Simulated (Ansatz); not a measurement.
Job for Ansatz (an electronic-structure program): R-revPBE/def2-TZVPPD on N2 (SMILES N#N). Files ending in .json are basis or fitting sets from the Basis Set Exchange.

Ansatz 0.2 input:
```yaml
crystal:
  periodic: [false, false, false]
  atoms:
    - {symbol: N, position_ang: [0.00000000, 0.00000000, 0.00000000]}
    - {symbol: N, position_ang: [1.09710935, 0.00000000, 0.00000000]}
basis:
  gaussian:
    orbitals: def2-TZVPPD.json
hamiltonian:
  xc: {name: revPBE}
scf: {lower_state_search: off}
```

Give the final energy of this run.

-109.5488 hartree.
